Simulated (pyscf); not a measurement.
One four-centre exchange on the singlet surface with elements of a group swapped. ωB97M-D3(BJ)/def2-TZVP, eV, from the separated reactants. Structures and frequencies: ωB97X-D3(BJ)/def2-SVP in PySCF.

| step | barrier | reaction energy | imaginary mode (i cm⁻¹) |
|---|---|---|---|
| H₂B–O–SiH₃ + HF -> HO–SiH₃ + H₂B–F | 0.44 | -0.08 | 944 |
| H₂B–O–GeH₃ + HF → HO–GeH₃ + H₂B–F | (withheld) | (withheld) | 883 |
| H₂B–O–SiH₃ + HCl -> HO–SiH₃ + H₂B–Cl | 0.74 | +0.47 | 1108 |

Problem. Complete the blanks.

Solution. 
- H₂B–O–GeH₃ + HF → HO–GeH₃ + H₂B–F, barrier: 0.41
- H₂B–O–GeH₃ + HF → HO–GeH₃ + H₂B–F, reaction energy: 0.00

Row 1: On the reactant side the descent ends in a complex (not fully relaxed), 0.28 eV under the separated species and 0.73 eV under the saddle at ωB97X-D3(BJ)/def2-TZVP. On the product side the descent ends in an adduct with a B–O contact, 0.41 eV under the separated species and 0.92 eV under the saddle at ωB97X-D3(BJ)/def2-TZVP. Row 2: On the reactant side the descent ends in a bound adduct, 0.36 eV under the separated species and 0.78 eV under the saddle at ωB97X-D3(BJ)/def2-TZVP. On the product side the descent ends in an adduct with a B–O contact, 0.63 eV under the separated species and 1.03 eV under the saddle at ωB97X-D3(BJ)/def2-TZVP. Row 3: On the reactant side the descent ends in a complex (not fully relaxed), 0.19 eV under the separated species and 0.90 eV under the saddle at ωB97X-D3(BJ)/def2-TZVP. On the product side the descent ends in an adduct with a B–O contact, 0.61 eV under the separated species and 0.86 eV under the saddle at ωB97X-D3(BJ)/def2-TZVP. Each row is the saddle that its search found. Elements up to Kr have no core potential and no relativistic terms here.
